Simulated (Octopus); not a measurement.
# BH3S (SMILES BS): SVWN5 (scalar, in the pseudopotentials, sg15 potentials, pseudopotentials sg15, grid spacing 0.17 angstrom)

What is the vertical ionisation energy of BH3S at SVWN5 (scalar, in the pseudopotentials, sg15 potentials, pseudopotentials sg15, grid spacing 0.17 angstrom)? 

The results are computed with Octopus 16.4.

6 further runs of the same task are left out: 3 that didn't finish, 3 set aside as unsound or not needed. Runs told in other sessions of the task aren't counted.

### Step 1. The structure to begin with

The species is BH3S (5 atoms), meant as a singlet with charge 0. As SMILES, `BS`. Geometry: relaxed at PBE0-D4/def2-TZVP.

Bond lengths: B1–S2 1.765 Å, B1–H3 1.192 Å, B1–H4 1.190 Å, S2–H5 1.344 Å. Angles: B1–S2–H5 99.2°, S2–B1–H3 115.8°, S2–B1–H4 121.4°, H3–B1–H4 122.7°.

### Step 2. Energy and gradient at SVWN5 (scalar, in the pseudopotentials, sg15 potentials, pseudopotentials sg15, grid spacing 0.17 angstrom)

Input file geometry.xyz:

```xyz
5

B     -0.402080    -0.406260     0.096380
S      0.151720     1.251640    -0.146020
H     -1.572880    -0.541660     0.272480
H      0.357120    -1.322860     0.082480
H      1.466120     1.019140    -0.305320
```

The run is started by

```sh
$ OMP_NUM_THREADS=1 octopus > gs.log
```

Standard output:

```text
Version                : 16.4
************************** Calculation Mode **************************
Input: [CalculationMode = gs]
Input: [SpinComponents = unpolarized]
******************************* Space ********************************
Octopus will run in 3 dimension(s).
Octopus will treat the system as periodic in 0 dimension(s).
Input: [AllElectronType = no]
Input: [PseudopotentialSet = sg15]
Reading Coordinates from geometry.xyz
****************************** Species *******************************
  Species 'B'
    type             : pseudopotential
    file format      : UPF2
    valence charge   : 3.0
    atomic number    :   5
    form on file     : kleinman-bylander
    lmax             : 1
    llocal           : -1
    projectors per l : 2
    total projectors : 4
    application form : kleinman-bylander
    orbitals         :  0
    bound orbitals   :  0
  Species 'S'
    type             : pseudopotential
    file format      : UPF2
    valence charge   : 6.0
    atomic number    :  16
    form on file     : kleinman-bylander
    lmax             : 1
    llocal           : -1
    projectors per l : 2
    total projectors : 4
    application form : kleinman-bylander
    orbitals         :  0
    bound orbitals   :  0
  Species 'H'
    type             : pseudopotential
    file format      : UPF2
[... 33 lines left out ...]
** Warning:
[... 51 lines left out ...]
** Warning:
[... 13 lines left out ...]
** Warning:
[... 11 lines left out ...]
Converged eigenvectors: 0
#  State  Eigenvalue [eV]  Occupation    Error
[... 10 lines left out ...]
Converged eigenvectors: 0
#  State  Eigenvalue [eV]  Occupation    Error
[... 60 lines left out ...]
 etot  = -4.00956278E+02 abs_ev   =  2.46E-03 rel_ev   =  1.86E-05
 ediff =        5.97E-06 abs_dens =  1.52E-04 rel_dens =  1.26E-05
*********************** SCF CYCLE ITER #   21 ************************
 etot  = -4.00951116E+02 abs_ev   =  4.21E-03 rel_ev   =  3.18E-05
 ediff =        1.90E-04 abs_dens =  8.47E-05 rel_dens =  7.06E-06
*********************** SCF CYCLE ITER #   22 ************************
 etot  = -4.00950878E+02 abs_ev   =  4.13E-05 rel_ev   =  3.12E-07
 ediff =        8.72E-06 abs_dens =  2.13E-05 rel_dens =  1.78E-06
*********************** SCF CYCLE ITER #   23 ************************
 etot  = -4.00950836E+02 abs_ev   =  4.95E-05 rel_ev   =  3.74E-07
 ediff =        1.56E-06 abs_dens =  1.43E-05 rel_dens =  1.19E-06
*********************** SCF CYCLE ITER #   24 ************************
 etot  = -4.00950942E+02 abs_ev   =  1.14E-04 rel_ev   =  8.64E-07
 ediff =        3.89E-06 abs_dens =  9.40E-06 rel_dens =  7.83E-07
Converged eigenvectors: 0
#  State  Eigenvalue [eV]  Occupation    Error
      1      -18.972979    2.000000   ( 3.5E-07)
      2      -12.514274    2.000000   ( 4.6E-07)
      3      -10.560003    2.000000   ( 3.1E-07)
      4       -8.721582    2.000000   ( 8.1E-07)
      5       -7.878259    2.000000   ( 1.2E-06)
      6       -7.472777    2.000000   ( 7.6E-07)
                                                                     ^
*********************** SCF CYCLE ITER #   25 ************************
 etot  = -4.00950954E+02 abs_ev   =  1.92E-05 rel_ev   =  1.46E-07
 ediff =        4.53E-07 abs_dens =  3.50E-06 rel_dens =  2.92E-07
Converged eigenvectors: 0
#  State  Eigenvalue [eV]  Occupation    Error
      1      -18.972978    2.000000   ( 2.1E-07)
      2      -12.514278    2.000000   ( 1.4E-07)
      3      -10.560005    2.000000   ( 1.1E-07)
      4       -8.721586    2.000000   ( 3.5E-07)
      5       -7.878261    2.000000   ( 3.2E-07)
      6       -7.472776    2.000000   ( 4.6E-07)
                                                                     ^
Info: SCF converged in   25 iterations
** Warning:
**   Some of the states are not fully converged!
Info: Number of matrix-vector products:       2052
Octopus emitted 4 warnings.
```

It took 40 s on 1 thread of Arm Neoverse N1, shared host; peak memory 0.15 GiB.

### Step 3. The doublet cation at the same level

geometry.xyz is that of step 2.

The run is started by

```sh
$ OMP_NUM_THREADS=1 octopus > gs.log
```

Standard output:

```text
Version                : 16.4
************************** Calculation Mode **************************
Input: [CalculationMode = gs]
Input: [SpinComponents = polarized]
******************************* Space ********************************
Octopus will run in 3 dimension(s).
Octopus will treat the system as periodic in 0 dimension(s).
Input: [AllElectronType = no]
Input: [PseudopotentialSet = sg15]
Reading Coordinates from geometry.xyz
****************************** Species *******************************
  Species 'B'
    type             : pseudopotential
    file format      : UPF2
    valence charge   : 3.0
    atomic number    :   5
    form on file     : kleinman-bylander
    lmax             : 1
    llocal           : -1
    projectors per l : 2
    total projectors : 4
    application form : kleinman-bylander
    orbitals         :  0
    bound orbitals   :  0
  Species 'S'
    type             : pseudopotential
    file format      : UPF2
    valence charge   : 6.0
    atomic number    :  16
    form on file     : kleinman-bylander
    lmax             : 1
    llocal           : -1
    projectors per l : 2
    total projectors : 4
    application form : kleinman-bylander
    orbitals         :  0
    bound orbitals   :  0
  Species 'H'
    type             : pseudopotential
    file format      : UPF2
[... 33 lines left out ...]
** Warning:
[... 60 lines left out ...]
** Warning:
[... 21 lines left out ...]
Converged eigenvectors: 0
#  State  Spin  Eigenvalue [eV]  Occupation    Error
[... 18 lines left out ...]
Converged eigenvectors: 0
#  State  Spin  Eigenvalue [eV]  Occupation    Error
[... 80 lines left out ...]
Converged eigenvectors: 12
#  State  Spin  Eigenvalue [eV]  Occupation    Error
      1    dn      -27.449015    1.000000   ( 9.1E-08)
      1    up      -26.788960    1.000000   ( 9.8E-08)
      2    dn      -20.118659    1.000000   ( 2.9E-08)
[... 8 lines of this table left out ...]
      6    up      -14.817582    0.000000   ( 6.2E-08)
                                                                     ^
Total Magnetic Moment:
 mz =  -1.000000
Local Magnetic Moments (sphere radius [A] =   0.595):
 Ion                    mz
   1         B      -0.027986
   2         S      -0.099171
   3         H      -0.028027
   4         H      -0.045983
   5         H      -0.007025
*********************** SCF CYCLE ITER #   55 ************************
 etot  = -3.89774447E+02 abs_ev   =  3.21E-06 rel_ev   =  1.54E-08
 ediff =        1.12E-06 abs_dens =  5.22E-06 rel_dens =  4.75E-07
Converged eigenvectors: 12
#  State  Spin  Eigenvalue [eV]  Occupation    Error
      1    dn      -27.449016    1.000000   ( 9.2E-08)
      1    up      -26.788961    1.000000   ( 9.4E-08)
      2    dn      -20.118659    1.000000   ( 7.1E-08)
[... 8 lines of this table left out ...]
      6    up      -14.817583    0.000000   ( 7.5E-08)
                                                                     ^
Total Magnetic Moment:
 mz =  -1.000000
Local Magnetic Moments (sphere radius [A] =   0.595):
 Ion                    mz
   1         B      -0.027987
   2         S      -0.099170
   3         H      -0.028027
   4         H      -0.045984
   5         H      -0.007025
Info: SCF converged in   55 iterations
Info: Number of matrix-vector products:       9592
Octopus emitted 2 warnings.
```

Run time: 2.8 min. Hardware: 1 thread of Arm Neoverse N1, shared host; peak memory 0.19 GiB.

### Step 4. Summary of results

Level: SVWN5 (scalar, in the pseudopotentials, sg15 potentials, pseudopotentials sg15, grid spacing 0.17 angstrom).

| quantity | value |
| --- | --- |
| singlet BH3S: total energy | -14.73468 Eh |
| singlet BH3S: dipole moment | 0.90 D |
| singlet BH3S: HOMO energy | -7.47 eV |
| singlet BH3S: largest force on an atom | 0.498 eV/Å |
| doublet cation: total energy | -14.32395 Eh |
| doublet cation: HOMO energy (highest over α and β) | -14.86 eV |
| doublet cation: largest force on an atom | 2.074 eV/Å |
| vertical ionisation energy (to the doublet cation) | 11.177 eV |

In words: The vertical ionisation energy comes to 11.18 eV (258 kcal/mol). The largest force (singlet BH3S) is 0.50 eV/Å: the shape isn't a stationary point for this species at this level. The negative HOMO energy of the first species, 7.47 eV, lies 3.70 eV below that difference.
